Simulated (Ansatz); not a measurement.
# NaH2O+ (SMILES [OH2+][Na]): single points off equilibrium

The task here is to estimate one member of a computed series from the others.

Method: single points in def2-TZVPP; program: Ansatz 0.2.0, Gaussian basis.

Correlated methods freeze the cores. The outer core shell of Li, Na, Mg and K is correlated. B3LYP uses VWN-RPA correlation.

## The starting structure

SMILES `[OH2+][Na]`, 4 atoms, charge 1, spin multiplicity 1.

Atoms are counted from 1 here; the program's logs count them from 0.

Bond lengths: O1–Na2 2.093 Å, O1–H3 1.085 Å, O1–H4 1.084 Å. Angles: Na2–O1–H3 133.6°, Na2–O1–H4 132.1°, H3–O1–H4 93.4°.

As a file:

```xyz
4
charge 1, multiplicity 1
O    -0.0937    0.0974   -0.1149
Na    1.5243   -0.5259    1.0569
H    -1.0543    0.5472    0.1147
H    -0.3591   -0.0955   -1.1481
```

Set-up of the first run:

run/in.yaml reads:

```yaml
crystal:
  periodic: [false, false, false]
  atoms:
    - {symbol: O, position_ang: [-0.093700, 0.097400, -0.114900]}
    - {symbol: Na, position_ang: [1.524300, -0.525900, 1.056900]}
    - {symbol: H, position_ang: [-1.054300, 0.547200, 0.114700]}
    - {symbol: H, position_ang: [-0.359100, -0.095500, -1.148100]}
basis:
  gaussian: {orbitals: def2-TZVPP}
total_charge: 1
correlation: {method: ccsd_t}
output: {forces: true}
```

No record of the launch command was kept for these runs.

Among the steps run: CCSD(T)/def2-TZVPP; PBE0-D4/def2-TZVPP; wB97M-V/def2-TZVPP; r2SCAN-D4/def2-TZVPP; PBE-D4/def2-TZVPP; B3LYP-D4/def2-TZVPP; BLYP-D4/def2-TZVPP.

One of the session's tables, all rows but one given; the rest of the session is left out.

```
   method  RMS force component (eV/Å)  angle to CCSD(T) forces (°)
  CCSD(T)                       2.530                    reference
  PBE0-D4                       2.594                          0.5
  wB97M-V                           ?                            ?
r2SCAN-D4                       2.495                          0.4
   PBE-D4                       2.291                          1.5
 B3LYP-D4                       2.495                          1.0
  BLYP-D4                       2.239                          2.3
```

**Question.** Estimate the row for wB97M-V.

As computed: RMS force component (eV/Å): 2.559; angle to CCSD(T) forces (°): 0.6. In the column «RMS force component (eV/Å)» it lies between CCSD(T) (2.530) and PBE0-D4 (2.594).
